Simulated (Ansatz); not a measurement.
Born–Oppenheimer molecular dynamics of BClH₂O (5 atoms, charge 0, multiplicity 1). It goes on from the last frame of an earlier run, with new velocities.

These are results of RKS r2SCAN-D4/STO-3G (Ansatz), not measurements.

| Quantity | Value |
| --- | --- |
| ensemble | NVT, Langevin thermostat |
| time step | 2.5 fs |
| steps asked | 40 |
| set temperature | 50 K |
| friction | 0.005 /fs |
| seed | 78041 |

First frame:

```xyz
5
Properties=species:S:1:pos:R:3
B 0.032 0.096 0.146
O 0.440 -0.310 1.377
H -0.338 -0.187 2.029
Cl 1.315 0.099 -1.135
H -1.066 0.433 -0.131
```

Q: How far do the bonds stretch over the last three quarters of this one trajectory? (Pairs bonded in most of those frames.)

A: 
```json
{"bond": "B1–O2", "mean (Å)": "1.352", "spread (Å)": "0.005", "shortest": "1.34", "longest": "1.36"}
{"bond": "B1–Cl4", "mean (Å)": "1.792", "spread (Å)": "0.015", "shortest": "1.77", "longest": "1.81"}
{"bond": "B1–H5", "mean (Å)": "1.176", "spread (Å)": "0.009", "shortest": "1.16", "longest": "1.19"}
{"bond": "O2–H3", "mean (Å)": "1.016", "spread (Å)": "0.008", "shortest": "1.00", "longest": "1.03"}
```

Mean temperature of the second half: 50 K. A step of 2.5 fs is long for free X–H stretches (periods near 10 fs) and can bias their spread and the temperature. A run of 0.1 ps of so small a system gives no equilibrium averages. Limits of this set-up: minimal basis.

Time of the run: 37 s on 1 thread of Arm Neoverse V2 (shared host), peak memory 0.081 GiB.
